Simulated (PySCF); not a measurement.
Deprotonation sites of dimethyl sulfone

Molecule: dimethyl sulfone, `CS(C)(=O)=O` (C2H6O2S). Coordinates in Å; atoms count from 1 in this order:
```
C     1.2919    0.6450    0.0676
S     0.1132   -0.5572   -0.5225
C    -1.3866   -0.1693    0.3623
O     0.5627   -1.8800   -0.0818
O    -0.1214   -0.2973   -1.9453
H     0.9441    1.6545   -0.1865
H     2.2284    0.4227   -0.4616
H     1.4306    0.5209    1.1492
H    -2.1246   -0.9094    0.0249
H    -1.7176    0.8433    0.0986
H    -1.2122   -0.2750    1.4408
```

These are calculated values, PBE0-D3(BJ)/ma-def2-TZVP in PySCF (grid level 2) at geometries from PBE0-D3(BJ)/ma-def2-SVP. Zero-point and thermal terms (298.15 K, 1 bar) come from unscaled PBE0-D3(BJ)/ma-def2-SVP harmonic frequencies, with soft modes damped to free rotors in the entropy.

```jsonl
{"site": "C1 (methyl carbon)", "product": "[CH2-]S(C)(=O)=O", "ΔH(acid) / kcal/mol": "369.3", "ΔG(acid) / kcal/mol": "361.2"}
```

ΔH and ΔG refer to AH → A⁻ + H⁺ in the gas phase. Sites whose products fell apart, merged with another or lost in a GFN2-xTB screen aren't listed.

In toluene the product from C1 is solvated 28.6 kcal/mol more strongly than the parent (electrostatics only).

Measured values (NIST Chemistry WebBook, evaluated or the median of agreeing entries): deprotonation enthalpy (ΔH) 1532 kJ/mol (computed 1545, difference 13); gas-phase acidity (ΔG) 1500 kJ/mol (computed 1511, difference 11).
